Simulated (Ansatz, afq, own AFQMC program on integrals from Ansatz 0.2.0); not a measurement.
AFQMC on a folder of integrals that Ansatz 0.2.0 wrote.

```yaml
crystal:
  periodic: [false, false, false]
  atoms:
    - {symbol: Ge, position_ang: [0.000000, 0.000000, 1.483824]}
    - {symbol: Ge, position_ang: [0.000000, 0.000000, -6.210176]}
    - {symbol: H, position_ang: [0.000000, 1.262069, 2.363176]}
    - {symbol: H, position_ang: [0.000000, -1.262069, 2.363176]}
basis:
  gaussian: {orbitals: cc-pVDZ}
magnetization: {spin_polarized: false}
correlation: {method: ccsd_t, electrons: outside_noble_gas, hamiltonian_folder: ham}
```

```sh
$ ansatz run in.yaml --threads 1 --pin off --events-out ev --progress --plain --max-ram 1382MiB
```

Options of the walk:

```
--method phaseless --trial cisd --walkers 60 --populations 1 --least-time 40 --time-step 0.005 --steps-per-block 50 --equilibration-blocks 40 --max-blocks 300 --target-error 0.00076 --factor-cut 1e-05 --seed 3987 --release-times 0.24,0.51,0.99,1.62,2.4 --release-step 0.03 --release-every 4 --taylor-order 6
```

Times are imaginary, in 1/Eh. The walk had a cap of 1091 s. Filled inner d shells are frozen with the cores.

Output of the walk:

```
orbitals 36  electrons 5 5  factors 243 of 742
reference energy -4151.66512315 Eh
CCSD correlation -0.18624172 Eh in 17 cycles, weight of the determinant in the CISD state 0.7112
energy of the start -4151.851365 Eh
 block  time / (1/Eh)  mean weight  energy / Eh
     1     0.250  1.0012  -4151.847575
     2     0.500  0.9987  -4151.847052
     3     0.750  0.9989  -4151.847716
     4     1.000  0.9995  -4151.847243
     5     1.250  0.9985  -4151.849126
     7     1.750  1.0005  -4151.851003
     9     2.250  0.9996  -4151.852993
    17     4.250  0.9996  -4151.852070
    33     8.250  1.0011  -4151.852693
    49    12.250  0.9996  -4151.854655
    65    16.250  0.9986  -4151.854400
    81    20.250  1.0033  -4151.860436
    97    24.250  0.9998  -4151.858946
   113    28.250  0.9993  -4151.854352
   129    32.250  1.0021  -4151.857652
   145    36.250  1.0011  -4151.853162
   161    40.250  1.0011  -4151.856773
   177    44.250  0.9978  -4151.853586
   193    48.250  0.9979  -4151.864601
   209    52.250  1.0031  -4151.880196
   225    56.250  1.0008  -4151.851948
   241    60.250  0.9984  -4151.846578
   257    64.250  1.0016  -4151.855711
   273    68.250  1.0007  -4151.864623
   289    72.250  1.0011  -4151.867166
   305    76.250  1.0009  -4151.852890
   321    80.250  1.0018  -4151.850102
   337    84.250  0.9987  -4151.847934
blocks merged  error / Eh  count
     1  0.000434  300
     2  0.000554  150
     4  0.000718  75
     8  0.000964  37
    16  0.001092  18
    32  0.001329  9
released: time / (1/Eh)  energy / Eh  error  mean overlap
  0.24  -4151.857684  0.000923  0.9844
  0.51  -4151.858096  0.001000  0.9812
  0.99  -4151.858853  0.001064  0.9869
  1.62  -4151.858647  0.001488  0.9894
  2.40  -4151.859533  0.002049  0.9558
energy -4151.857909 +/- 0.001092 Eh
(rows thinned)
```

The run passed its tests (sampling time, drift between the halves within three errors, error under three times the target), which doesn't prove that it has relaxed.

Against this walk (error 29.7 meV) on the same determinant: CCSD(T) 56.6 meV higher (within the noise), CCSDT(Q) 5.2 meV lower (within the noise). The error is statistical and leaves out the bias of the constraint. Released to 2.40 1/Eh the energy moves by -44 ± 63 meV (both errors), within twice the noise.

Cautions: constraint bias not in the error; error above the target (29.7 against 20.7 meV); no relativity below Rb; no spin-orbit coupling; inner d shell frozen; higher spins were not checked; restricted determinant unstable towards unrestricted (UHF 1.47 eV lower, ⟨S²⟩ 2.01); strong correlation (T1 0.011, weight of the determinant 0.71, largest double 0.35); CCSDT(Q) on the UHF determinant differs (1.02 eV lower), perhaps since the unrestricted series falls towards higher spin; the bias of populations of 60 walkers isn't removed.

The walk took 2.6 min on 1 thread of Arm Neoverse V2 (shared host). The log's last line is the phaseless energy.

CCSDT and higher add their correlation energy to the determinant of the CCSD(T) run, since their own runs factorise the integrals more tightly (a shift of under 2 meV). A walk keeps the symmetry of its determinant, which the program's search chose and which needn't be the lowest solution, so a lower state of the same spin and another symmetry isn't excluded.
